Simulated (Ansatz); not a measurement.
**SiCF (sextet): the correlation ladder, def2-QZVPP**

An exercise on one series of results from a longer session: the logs are not shown, and one member is left open.

Program: Ansatz 0.2.0, Gaussian basis. Level of theory: def2-QZVPP, core rule «outside noble gas», up to 7 orbitals frozen. These are calculated values, not measurements.

Plan: UHF; ROHF; CCSD(T) on UHF.

### What is computed

The geometry is a PBE0/def2-TZVP stationary point (not a proven minimum) of the parent state, kept for this charge and spin.

3 atoms, charge 0, spin multiplicity 6.

Atoms are counted from 1 here; the program's logs count them from 0.

Bond lengths: F1–C2 1.299 Å, C2–Si3 1.895 Å. Angles: F1–C2–Si3 122.9°.

Set-up of the first run:

in.yaml reads:

```yaml
crystal:
  periodic: [false, false, false]
  atoms:
    - {symbol: F, position_ang: [0.000000, -0.229980, 1.548266]}
    - {symbol: C, position_ang: [0.000000, 0.558036, 0.515839]}
    - {symbol: Si, position_ang: [0.000000, -0.083073, -1.267920]}
basis:
  gaussian: {orbitals: "def2-QZVPP.json"}
magnetization: {spin_polarized: true, initial_magnetization: 5}
hamiltonian: {xc: hf}
output: {orbitals: {seedname: orbitals}}
```

On the command line:

```sh
$ ansatz run in.yaml --threads 1 --pin off --events-out ev --progress --plain --max-ram 2393MiB
```

Steps of the session up to this table: UHF; ROHF; CCSD(T) on UHF.

One table of the session follows, with a row left open; its other results are not shown here.

It belongs to the step «Misses and costs». 

```
  method  from UCCSD(T) (kcal/mol)
    ROHF                         ?
     UHF                   +287.48
    UMP2                    +21.79
   UCCSD                    +10.73
UCCSD(T)                         0
```

Q: Estimate the row for ROHF from the others.

The run gave: from UCCSD(T) (kcal/mol): +291.22. In the column «from UCCSD(T) (kcal/mol)» it is the highest.
